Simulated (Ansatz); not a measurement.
Total energies of `FC1(S)CCO1`.

```json
{"atom": "F1", "x (Å)": "-0.245", "y (Å)": "0.951", "z (Å)": "-1.738"}
{"atom": "C2", "x (Å)": "0.052", "y (Å)": "0.621", "z (Å)": "-0.451"}
{"atom": "S3", "x (Å)": "1.130", "y (Å)": "1.890", "z (Å)": "0.261"}
{"atom": "C4", "x (Å)": "0.549", "y (Å)": "-0.806", "z (Å)": "-0.248"}
{"atom": "C5", "x (Å)": "-0.691", "y (Å)": "-0.936", "z (Å)": "0.638"}
{"atom": "O6", "x (Å)": "-1.130", "y (Å)": "0.386", "z (Å)": "0.257"}
{"atom": "H7", "x (Å)": "0.217", "y (Å)": "2.871", "z (Å)": "0.157"}
{"atom": "H8", "x (Å)": "0.511", "y (Å)": "-1.378", "z (Å)": "-1.173"}
{"atom": "H9", "x (Å)": "1.519", "y (Å)": "-0.918", "z (Å)": "0.231"}
{"atom": "H10", "x (Å)": "-1.423", "y (Å)": "-1.694", "z (Å)": "0.356"}
{"atom": "H11", "x (Å)": "-0.487", "y (Å)": "-0.987", "z (Å)": "1.709"}
```

Charge 0, multiplicity 1. The geometry is a stationary point of PBE0-D4/def2-TZVP. It is one conformer, not always the lowest. Basis def2-TZVPP, the Gaussian-basis code of Ansatz.

RPA on PBE orbitals: Hartree–Fock energy of these orbitals -688.36611 Eh, correlation -1.82848 Eh (frozen core).

```
 functional  energy without D4 (Eh)  D4 term (kJ/mol)
LDA (SPW92)              -687.07275                 –
    ωB97X-V              -690.53815                 –
```

(1) Give the same for PBE, revPBE, BLYP, r2SCAN, B97M-V, PBE0, B3LYP, r2SCANh, r2SCAN0, HSE06 (plane-wave form), BHLYP, CAM-B3LYP, LC-ωPBE, ωB97M-V, B2PLYP, PBE-QIDH. (An estimate is asked.)

B3LYP takes the VWN-RPA correlation (the form of Gaussian; ORCA's B3LYP/G). HSE06 is the plane-wave form, built on full-range PBE exchange. The double hybrids freeze the cores in their second-order part.

## Answers

(1) The calculation gave: 
| functional | energy without D4 (Eh) | D4 term (kJ/mol) |
| --- | --- | --- |
| PBE | -690.19039 | -24.0 |
| revPBE | -690.52019 | -81.0 |
| BLYP | -690.60374 | -54.2 |
| r2SCAN | -690.51109 | -5.9 |
| B97M-V | -690.52821 | – |
| PBE0 | -690.23371 | -20.1 |
| B3LYP | -690.70148 | -38.7 |
| r2SCANh | -690.49365 | -6.2 |
| r2SCAN0 | -690.46905 | -6.8 |
| HSE06 (plane-wave form) | -690.21241 | -18.5 |
| BHLYP | -690.53082 | -27.4 |
| CAM-B3LYP | -690.58449 | -20.1 |
| LC-ωPBE | -690.40186 | – |
| ωB97M-V | -690.56860 | – |
| B2PLYP | -690.34793 | – |
| PBE-QIDH | -690.10656 | – |

LC-ωPBE has ω = 0.4 bohr⁻¹.
